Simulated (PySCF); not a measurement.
**A thermochemical cycle for CN**

PBE0 in PySCF with def2-TZVPPD on every atom, for the lowest determinant that a PBE0 search found; no spin–orbit coupling. CN, a doublet (σ ↑), has De = 7.74 eV to neutral atoms, and CN⁺, a triplet (σ ↑, π ↑), has De = 5.33 eV to C⁺ + N.

At the same level the C atom ionises at 11.52 eV.

**Question.** What is the adiabatic ionisation energy of the molecule, and does ionisation strengthen or weaken the bond?

**Answer.** IE = IE(C) + De(neutral) − De(ion) = 11.52 + 7.74 − 5.33 = 13.93 eV. De changes by -2.41 eV, so ionisation weakens the bond.

For an ion De counts to the pair picked by the measured ionisation energies or electron affinities, which need not be the lowest pair at this level. States were picked by a PBE0 search and need not be the measured ground states.
